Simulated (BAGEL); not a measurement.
**singlet C2H7Si+: a chain of runs**

Wanted: a single-point energy (singlet C2H7Si+, HF/cc-pVDZ), then a single-point energy (doublet C2H7Si, NEVPT2(3,3)/cc-pVDZ), then a single-point energy (doublet C2H7Si, CASPT2(3,3)/cc-pVDZ) of C2H7Si. 

The calculation is run with BAGEL 1.2.2.

### Step 1. The structure to begin with

The species is C2H7Si+ (10 atoms), meant as a singlet with charge +1. As SMILES of the parent species, `C[SiH]C`. The C1–H6 distance was set to 1.748 Å, away from the relaxed value. That shape belongs to the parent species and isn't relaxed for this state. At this shape a bond of the SMILES string is far longer than usual.

Bond lengths: C1–Si2 1.877 Å, Si2–C3 1.877 Å, C1–H4 1.095 Å, C1–H5 1.092 Å, Si2–H7 1.495 Å, C3–H8 1.092 Å, C3–H9 1.092 Å, C3–H10 1.095 Å. Some angles: C1–Si2–C3 111.8°, C1–Si2–H7 110.2°, C3–Si2–H7 110.2°, Si2–C1–H4 110.5°, Si2–C1–H5 111.1°, Si2–C3–H8 111.0°, Si2–C3–H9 111.1°, Si2–C3–H10 110.5°, H4–C1–H5 108.0°, H8–C3–H9 108.1°. A long bond or contact: C1–H6 1.748 Å.

### Step 2. A single-point energy at HF/cc-pVDZ (density fitting with svp-jkfit) (run 1)

Input file input.json:

```json
{ "bagel": [

{
  "title": "molecule",
  "basis": "cc-pvdz.json",
  "df_basis": "svp-jkfit",
  "geometry": [
    { "atom": "C", "xyz": [ -1.06768770,  1.37885756, -2.45607704 ] },
    { "atom": "Si", "xyz": [  2.04053383,  1.27945797, -0.75059922 ] },
    { "atom": "C", "xyz": [  2.35328350, -1.63015334,  1.25345534 ] },
    { "atom": "H", "xyz": [ -1.27253401, -0.27030642, -3.68969026 ] },
    { "atom": "H", "xyz": [ -1.21905476,  3.07261909, -3.62449471 ] },
    { "atom": "H", "xyz": [ -3.58877888,  1.37553165, -0.32200933 ] },
    { "atom": "H", "xyz": [  4.17138901,  1.42232126, -2.59969623 ] },
    { "atom": "H", "xyz": [  0.86323445, -1.70895492,  2.68019856 ] },
    { "atom": "H", "xyz": [  4.17327873, -1.67040451,  2.22439662 ] },
    { "atom": "H", "xyz": [  2.21212096, -3.33411939,  0.08711637 ] }
  ]
},
{ "title": "hf", "charge": 1 },
{ "title": "print", "file": "orbitals.molden", "orbitals": true }

]}
```

The basis set cc-pVDZ is read from a file made from the Basis Set Exchange's data (not shown).

Run with:

```
$ BAGEL_NUM_THREADS=1 BAGEL input.json > input.out
```

The log of the run:

```text
* using 1 threads per process

  ===============================================================
  ===============================================================

  *** Geometry ***

  { "atom" : "C", "xyz" : [     -1.067688,      1.378858,     -2.456077 ] },
  { "atom" : "Si", "xyz" : [      2.040534,      1.279458,     -0.750599 ] },
  { "atom" : "C", "xyz" : [      2.353283,     -1.630153,      1.253455 ] },
[... 6 lines of this table left out ...]
  { "atom" : "H", "xyz" : [      2.212121,     -3.334119,      0.087116 ] },

  Number of auxiliary basis functions:      404

  Since a DF basis is specified, we compute 2- and 3-index integrals:
    o Being stored without compression. Storage requirement is 0.021 GB

  Number of basis functions:       81
  Number of electrons      :       33

    * METHOD: MOLECULE                             0.15

  *** RHF ***

  === Nuclear Repulsion ===
   103.5745839548

      * DIIS with orbital gradients will be used.

  === RHF iteration (cc-pvdz.json) ===
      0       -368.19566488          0.01382801           0.04
      1       -368.31782478          0.00692915           0.04
      2       -368.34172292          0.00160227           0.04
[... 10 lines of this table left out ...]
     13       -368.34411078          0.00000001           0.04
    * SCF iteration converged.

    * Permanent dipole moment:
           (   -0.344606,    -0.617558,    -0.203240) a.u.

    * METHOD: HF                                   0.63

    * METHOD: PRINT                                0.01

  ===============================================================
```

It took 0.96 s on 1 thread of Arm Neoverse V2, shared host; peak memory 0.14 GiB.

### Step 3. Doublet neutral C2H7Si: a single-point energy at NEVPT2(3,3)/cc-pVDZ (density fitting with svp-jkfit) (run 2)

Input file job.json:

```json
{ "bagel" : [

{
  "title" : "molecule",
  "basis" : "cc-pvdz.json",
  "df_basis" : "svp-jkfit",
  "geometry" : [
    { "atom" : "C", "xyz" : [ -1.06768770,  1.37885756, -2.45607704 ] },
    { "atom" : "Si", "xyz" : [  2.04053383,  1.27945797, -0.75059922 ] },
    { "atom" : "C", "xyz" : [  2.35328350, -1.63015334,  1.25345534 ] },
    { "atom" : "H", "xyz" : [ -1.27253401, -0.27030642, -3.68969026 ] },
    { "atom" : "H", "xyz" : [ -1.21905476,  3.07261909, -3.62449471 ] },
    { "atom" : "H", "xyz" : [ -3.58877888,  1.37553165, -0.32200933 ] },
    { "atom" : "H", "xyz" : [  4.17138901,  1.42232126, -2.59969623 ] },
    { "atom" : "H", "xyz" : [  0.86323445, -1.70895492,  2.68019856 ] },
    { "atom" : "H", "xyz" : [  4.17327873, -1.67040451,  2.22439662 ] },
    { "atom" : "H", "xyz" : [  2.21212096, -3.33411939,  0.08711637 ] }
  ]
},
{
  "title" : "hf",
  "charge" : 1
},
{
  "title" : "casscf",
  "nstate" : 1,
  "nact" : 3,
  "nclosed" : 15,
  "nspin" : 1,
  "active" : [16, 17, 18],
  "maxiter" : 200,
  "natocc" : "true"
},
{
  "title" : "nevpt2",
  "nstate" : 1,
  "nact" : 3,
  "nclosed" : 15,
  "nspin" : 1,
  "active" : [16, 17, 18],
  "maxiter" : 200,
  "natocc" : "true",
  "ncore" : 7
},
{
  "title" : "print",
  "file" : "orbitals.molden",
  "orbitals" : "true"
}

]}
```

The basis set cc-pVDZ is read from a file made from the Basis Set Exchange's data (not shown).

Run with:

```
$ BAGEL_NUM_THREADS=1 BAGEL job.json > job.out
```

The log of the run:

```text
* using 1 threads per process

  ===============================================================
  ===============================================================

  *** Geometry ***

  { "atom" : "C", "xyz" : [     -1.067688,      1.378858,     -2.456077 ] },
  { "atom" : "Si", "xyz" : [      2.040534,      1.279458,     -0.750599 ] },
  { "atom" : "C", "xyz" : [      2.353283,     -1.630153,      1.253455 ] },
[... 6 lines of this table left out ...]
  { "atom" : "H", "xyz" : [      2.212121,     -3.334119,      0.087116 ] },

[... 23 lines left out ...]
    * SCF iteration converged.
[... 1 line left out ...]
    * Permanent dipole moment:
[... 28 lines left out ...]
    * Second-order optimization converged. *
[... 11 lines left out ...]
     * ci vector, state   0, <S^2> = 0.7500
[... 3 lines left out ...]
    * METHOD: CASSCF                               2.36

    * freezing 7 orbitals

  === DF-NEVPT2 calculation ===

    * 3-index integral transformation done
    * assembly done

      NEVPT2 correlation energy:   -0.3575651501      0.12

          (+0)     -0.2805003221
          (+0)'    -0.0167172671
          (+1)     -0.0119658907
          (+1)'    -0.0002552546
          (+2)     -0.0003960184
          (-1)     -0.0419081732
          (-1)'    -0.0003808123
          (-2)     -0.0054414118

      NEVPT2 total energy:       -369.0110048035

    * METHOD: NEVPT2                               0.21

    * METHOD: PRINT                                0.01

  ===============================================================
```

It took 3.6 s on 1 thread of Arm Neoverse V2, shared host; peak memory 0.14 GiB.

### Step 4. Doublet neutral C2H7Si: a single-point energy at CASPT2(3,3)/cc-pVDZ (density fitting with svp-jkfit) (run 3)

Input file calc.json:

```json
{ "bagel" : [

{
  "title" : "molecule",
  "basis" : "cc-pvdz.json",
  "df_basis" : "svp-jkfit",
  "angstrom" : false,
  "geometry" : [
    { "atom" : "C", "xyz" : [ -1.06768770,  1.37885756, -2.45607704 ] },
    { "atom" : "Si", "xyz" : [  2.04053383,  1.27945797, -0.75059922 ] },
    { "atom" : "C", "xyz" : [  2.35328350, -1.63015334,  1.25345534 ] },
    { "atom" : "H", "xyz" : [ -1.27253401, -0.27030642, -3.68969026 ] },
    { "atom" : "H", "xyz" : [ -1.21905476,  3.07261909, -3.62449471 ] },
    { "atom" : "H", "xyz" : [ -3.58877888,  1.37553165, -0.32200933 ] },
    { "atom" : "H", "xyz" : [  4.17138901,  1.42232126, -2.59969623 ] },
    { "atom" : "H", "xyz" : [  0.86323445, -1.70895492,  2.68019856 ] },
    { "atom" : "H", "xyz" : [  4.17327873, -1.67040451,  2.22439662 ] },
    { "atom" : "H", "xyz" : [  2.21212096, -3.33411939,  0.08711637 ] }
  ]
},
{ "title" : "hf", "charge" : 1 },
{ "title" : "casscf", "nstate" : 1, "nact" : 3, "nclosed" : 15, "nspin" : 1, "active" : [16, 17, 18], "maxiter" : 200, "natocc" : true },
{ "title" : "print", "file" : "orbitals.molden", "orbitals" : true },
{ "title" : "smith", "method" : "caspt2", "ms" : true, "xms" : true, "sssr" : true, "shift" : 0.2, "shift_imag" : true, "ncore" : 7 }

]}
```

The basis set cc-pVDZ is read from a file made from the Basis Set Exchange's data (not shown).

Run with:

```
$ BAGEL_NUM_THREADS=1 BAGEL calc.json > calc.out
```

The log of the run:

```text
* using 1 threads per process

  ===============================================================
  ===============================================================

  *** Geometry ***

  { "atom" : "C", "xyz" : [     -1.067688,      1.378858,     -2.456077 ] },
  { "atom" : "Si", "xyz" : [      2.040534,      1.279458,     -0.750599 ] },
  { "atom" : "C", "xyz" : [      2.353283,     -1.630153,      1.253455 ] },
[... 6 lines of this table left out ...]
  { "atom" : "H", "xyz" : [      2.212121,     -3.334119,      0.087116 ] },

[... 25 lines left out ...]
    * Permanent dipole moment:
[... 40 lines left out ...]
     * ci vector, state   0, <S^2> = 0.7500
[... 21 lines left out ...]
       #      aibj      arbs      arbi      airj      risj      airs      arst      rist         Etot      error   time
[... 8 lines left out ...]
      ------------------------------------------------------------------------------------------------------------------

    * CASPT2 energy : state  0     -369.0174357445
        w/o shift correction       -369.0148821666
        reference weight              0.8763183482

    * METHOD: SMITH                                0.40

  ===============================================================
```

Wall time 3.9 s (1 thread of Arm Neoverse V2, shared host); peak memory 0.14 GiB.

### Step 5. Outcome

```
                                   quantity          value
            run 1, HF/cc-pVDZ: total energy  -368.34411 Eh
             run 1, HF/cc-pVDZ: HOMO energy      -16.37 eV
             run 1, HF/cc-pVDZ: LUMO energy       -6.36 eV
           run 1, HF/cc-pVDZ: HOMO–LUMO gap       10.01 eV
doublet neutral C2H7Si, run 2: total energy  -369.01100 Eh
doublet neutral C2H7Si, run 3: total energy  -369.01744 Eh
```
